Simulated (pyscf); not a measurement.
`[O]=[Ge]` [singlet] + `[FH]` → `[O]=[GeH][F]`, an insertion (singlet surface; F–H broken, F–Ge, Ge–H formed). Optimised with ωB97X-D3(BJ)/def2-SVP in PySCF. MP2 and CC: frozen core, UHF for open shells. ΔMP2 is the change of the MP2 total energy from the triple- to the quadruple-zeta basis. Energies in kcal/mol from the separated reactants.

Small-basis levels: PySCF, no dispersion term, spherical d functions. AM1 to PM7: differences of heats of formation from MOPAC. GFN2-xTB: tblite. 

```json
[
 {"level": "HF/3-21G", "barrier": "56.9", "reaction energy": "-14.6"},
 {"level": "SVWN5/6-31G*+LANL2DZ", "barrier": "24.4", "reaction energy": "-13.1"},
 {"level": "BP86/6-31G*+LANL2DZ", "barrier": "33.7", "reaction energy": "-6.8"},
 {"level": "PBE/6-31G*+LANL2DZ", "barrier": "31.7", "reaction energy": "-8.2"},
 {"level": "B3LYP/STO-3G", "barrier": "17.7", "reaction energy": "-28.3"},
 {"level": "B3LYP/6-31G*+LANL2DZ", "barrier": "41.3", "reaction energy": "-6.7"},
 {"level": "M06-2X/6-31G*+LANL2DZ", "barrier": "47.0", "reaction energy": "-8.0"},
 {"level": "PBE/def2-SVP", "barrier": "31.1", "reaction energy": "-3.9"},
 {"level": "B3LYP/def2-SVP", "barrier": "41.9", "reaction energy": "0.0"},
 {"level": "GFN2-xTB", "barrier": "30.7", "reaction energy": "-1.5"},
 {"level": "PM3", "barrier": "66.0", "reaction energy": "+2.5"},
 {"level": "PM6", "barrier": "…", "reaction energy": "-8.6"},
 {"level": "CCSD(T)/def2-TZVPP + ΔMP2(QZVPP)", "barrier": "…", "reaction energy": "+3.6"}
]
```

**Question.** Some entries are withheld; supply them.

**Answer.** 
- PM6, barrier: 34.1
- CCSD(T)/def2-TZVPP + ΔMP2(QZVPP), barrier: 49.2

Against the last row the barrier runs from -31.5 (B3LYP/STO-3G) to +16.8 kcal/mol (PM3). CCSD(T)/def2-TZVPP + ΔMP2(QZVPP) has limits of its own. The same reactants have a lower exit, to HO–Ge:–F [singlet] (barrier -7.1 kcal/mol at ωB97M-D3(BJ), against +46.7 kcal/mol here). O=GeH–F lies 49.4 kcal/mol over its isomer HO–Ge:–F [singlet] (electronic energy, ωB97M-D3(BJ)). This is the saddle that the search found; another between the same sides may lie lower. The CCSD(T) − MP2 part came from Ansatz, without density fitting, on the same reference. The frozen core leaves the outer d or s,p core shells of the metals and heavy elements correlated in the MP2 and CC values, and def2-TZVPP describes them poorly, which can shift differences by a few kcal/mol. In the def2 sets elements up to Kr have no core potential.
